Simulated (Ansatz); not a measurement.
Two shapes of doublet SiH3.

Shape 1:

```xyz
4

Si    0.0000    0.0000    0.0731
H     1.3105    0.0000   -0.3412
H    -0.6552    1.1349   -0.3412
H    -0.6552   -1.1349   -0.3412
```

Shape 2:

```xyz
4

Si    0.0000    0.0000    0.0858
H     1.5384    0.0000   -0.4006
H    -0.7692    1.3323   -0.4006
H    -0.7692   -1.3323   -0.4006
```

Basis set: def2-TZVP (spherical functions). Frozen core: 5 orbitals. Charge 0, multiplicity 2.

Computed with Ansatz (development build ahead of 0.2.0); each method stands on the lowest determinant of its kind that the runs found.

Task: Which shape is lower in energy, and by how much in each method?

Result:

| method | E(2) − E(1) (eV) |
| --- | --- |
| UHF | 0.115 |
| UHF-MP2 | 0.091 |

Shape 1 is lower.
